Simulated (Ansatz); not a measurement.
Geometry optimisation, RKS B3LYP-D4/def2-SVP in Ansatz 0.2.0.

The input (input.yaml):

```yaml
crystal:
  periodic: [false, false, false]
  atoms:
    - { symbol: Al, position_ang: [-1.763631, -0.25393, -0.70193] }
    - { symbol: "N", position_ang: [1.112574, 0.366148, 0.559355] }
    - { symbol: O, position_ang: [-0.809508, -1.517339, -0.993332] }
    - { symbol: H, position_ang: [0.938721, -0.502065, 0.044275] }
    - { symbol: H, position_ang: [-2.790898, 0.906796, -0.479056] }
    - { symbol: H, position_ang: [1.456506, 0.122846, 1.489372] }
    - { symbol: H, position_ang: [1.856135, 0.877444, 0.081216] }
basis:
  gaussian: { orbitals: def2-SVP }
hamiltonian:
  xc: b3lyp
  dispersion: d4
relax:
  f_tol: 0.03
  max_steps: 50
output:
  orbitals: {}
```

Run as:

```bash
$ ansatz run input.yaml --threads 1 --pin off --max-ram 2048MiB --backend cpu --events-out ev --progress --plain --runs-dir out
```

Question: Where does it end, and by what steps?

Answer: The forces met the threshold. After 10 steps the energy has fallen by 0.898 eV; H5 moved furthest, 0.87 Å. Joined: Al1–N2.

| step | energy less start (eV) | largest force component (eV/Å) | accepted |
| --- | --- | --- | --- |
| 0 | 0.0000 | 0.463 | yes |
| 1 | -0.2056 | 0.681 | yes |
| 2 | -0.4678 | 0.884 | yes |
| 3 | -0.7365 | 0.901 | yes |
| 4 | -0.8244 | 0.856 | yes |
| 5 | -0.8693 | 0.237 | yes |
| 6 | -0.8824 | 0.218 | yes |
| 7 | -0.8915 | 0.229 | yes |
| 8 | -0.8966 | 0.125 | yes |
| 9 | -0.8981 | 0.054 | yes |
| 10 | -0.8982 | 0.008 | yes |

```xyz
7
Properties=species:S:1:pos:R:3
Al -1.109 -0.220 -0.467
N 0.743 0.212 0.345
O -0.907 -1.686 -1.126
H 1.227 -0.651 0.068
H -2.001 1.043 -0.133
H 0.795 0.295 1.365
H 1.253 1.007 -0.051
```

Whether the end is a true minimum wasn't checked by a vibrational analysis.

The run took 81 s on 1 thread of Intel(R) Xeon(R) Processor @ 2.50GHz (Skylake/Cascade Lake), with other jobs on the host, peak memory 0.14 GiB.
